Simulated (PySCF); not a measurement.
A structure optimised at PBE0-D3(BJ)/def2-TZVPD, used in a PySCF frequency run:

```xyz
3

C     -0.1728    -0.5577     0.0000
O      0.0536     0.5890     0.0000
H      0.6079    -1.3663     0.0000
```
Charge 0, spin multiplicity 2.

Q: Write its SMILES, formula and point group.

A: [CH]=O, CHO, Cs

Q: What are its rotational constants (standard atomic weights)?

A: 727.70, 45.222, 42.576 GHz
